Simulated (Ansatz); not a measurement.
`NC1(F)C=N1` + H₂O → `NC1(O)C=N1` + H–F at 600 K and 1 bar (formal hydrolysis of a C–F bond).

Computed with Ansatz on PBE0-D4/def2-TZVP structures; ΔE is electronic, products minus reactants. CCSD(T)/CBS adds triple-zeta CCSD(T) − MP2 to the extrapolated MP2 energy (def2 sets, frozen cores). This one scheme is used for every species. Each species was taken in one conformer, which may not be the lowest.

```tsv
species	CCSD(T)/CBS energy (Eh)	H − E (kJ/mol)	S (J/(mol·K))
`NC1(F)C=N1`	-287.01857	189.3	360.6
H₂O	-76.37941	76.8	212.8
`NC1(O)C=N1`	-263.00312	225.6	373.9
H–F	-100.39570	42.3	194.0
```

H − E and S are ideal-gas, rigid-rotor, harmonic terms from PBE0-D4/def2-TZVP, for one conformer and one mirror image of each species. 1 Eh = 2625.50 kJ/mol, R = 8.31446 J/(mol·K).

Problem. By hand: ΔE, ΔH, ΔS and ΔG.

Solution. ΔE = (-263.00312) + (-100.39570) − (-287.01857) − (-76.37941) = -0.00084 Eh = -2.2 kJ/mol. Δ(H − E) = 225.6 + 42.3 − 189.3 − 76.8 = 1.8, so ΔH = -0.4 kJ/mol. ΔS = 373.9 + 194.0 − 360.6 − 212.8 = -5.5 J/(mol·K). ΔG = -0.4 − 600 × (-5.5)/1000 = 2.9 kJ/mol.

Problem. By hand: the equilibrium constant, and the temperature at which ΔG would vanish if ΔH and ΔS stayed fixed.

Solution. log₁₀ K = −ΔG/(RT ln 10) = -0.3. ΔG = 0 at ΔH/ΔS = 73 K, though so small a ΔH makes that figure unsure.

TΔS isn't small against ΔH here. The sign of ΔG lies within the doubt. A doubt of 5 kJ/mol in ΔE shifts log₁₀ K by 0.4 here. Other conformers and mirror images would add mixing entropy, several J/(mol·K) or more a flexible species. These are equilibria of isolated gas molecules and say nothing of rates. Largest T1 diagnostic: 0.012 (customary marks: 0.02 for closed shells, 0.045 for open ones).
